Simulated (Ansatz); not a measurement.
We consider diamond-structure Si, described by G0W0@PBE (Ansatz, a program for electronic structure, hard PAW, contour deformation).

The same calculation (at the measured cell, 20.013 Å³/atom) with different numerical settings; throughout: k mesh 2×2×2:

```tsv
run	response cutoff (eV)	empty bands	quasiparticle gap on the mesh (eV)	quasiparticle gap at Γ (eV)	rough time
1	100	167	1.028	3.079	5 core-s
2	150	307	1.097	3.133	10 core-s
3	200	472	1.123	3.151	20 core-s
4	250	660	1.135	3.159	40 core-s
5	300	868	1.142	3.163	50 core-s
```

In the column quasiparticle gap on the mesh (eV) the first row differs from the last by -0.114 and the next to last by -0.007.

The last row is no converged limit: other settings stay fixed.
